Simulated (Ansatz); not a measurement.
Abridged output of a molecular run in Ansatz:

```
Functional definition: HF
353 factors; integrals over basis functions are off by at most 1.3e-3 eV
mean field evaluation 1: about -2908.7892 eV, gradient 3.9e1 eV
mean field evaluation 2: about -2908.7921 eV, gradient 3.9e1 eV
mean field evaluation 4: about -2911.2252 eV, gradient 1.1e0 eV
mean field evaluation 8: about -2911.2277 eV, gradient 4.8e-4 eV
mean field evaluation 16: about -2911.2277 eV, gradient 2.5e-6 eV
mean field -2911.22774534 eV, -106.9856463404 hartree, gradient 2.5e-6 eV, S^2 0.000000; 0 other end points of the search recorded, 0 dependent functions left out
1 core orbitals not correlated: weight in the atoms' cores, before any rotation towards them, 1.000 or more for the frozen orbitals, at most 0.000 for the correlated occupied ones
reference -2911.22774534 eV, -106.9856463404 hartree; 5, 5 occupied and 44, 44 virtual orbitals, 353 factors
second order -8.32412165 eV of doubles, -0.00000000 eV of singles
cycle   1  -8.19987684 eV  change    1.2e-1 eV  update   6.4e-2
cycle   2  -8.34596704 eV  change   -1.5e-1 eV  update   2.1e-2
cycle   3  -8.38873183 eV  change   -4.3e-2 eV  update   1.0e-2
cycle   4  -8.38674062 eV  change    2.0e-3 eV  update   3.4e-3
cycle   5  -8.38329134 eV  change    3.4e-3 eV  update   1.2e-3
cycle   6  -8.38320833 eV  change    8.3e-5 eV  update   5.1e-4
cycle   7  -8.38340197 eV  change   -1.9e-4 eV  update   1.6e-4
cycle   8  -8.38337262 eV  change    2.9e-5 eV  update   5.5e-5
cycle   9  -8.38335000 eV  change    2.3e-5 eV  update   2.0e-5
cycle  10  -8.38336878 eV  change   -1.9e-5 eV  update   1.0e-5
cycle  11  -8.38335485 eV  change    1.4e-5 eV  update   3.9e-6
cycle  12  -8.38335517 eV  change   -3.2e-7 eV  update   1.1e-6
perturbative correction -0.19272911 eV, -0.0070826643 hartree
Total energy: -2919.80382963 eV, -107.3008116247 hartree
```

Its atoms:

```xyz
2

Li    0.669    0.344    0.204
F    -0.669   -0.344   -0.204
```

Problem. Which basis set was used?
A. def2-TZVPP
B. def2-SVPD
C. def2-TZVPPD
D. def2-SVP

Solution. A. It gives 50 functions.

Problem. Write the keys of the input that set method, charge and spin (a neutral closed shell needs none for the last two).

Solution. 
```yaml
correlation: {method: ccsd_t}
```
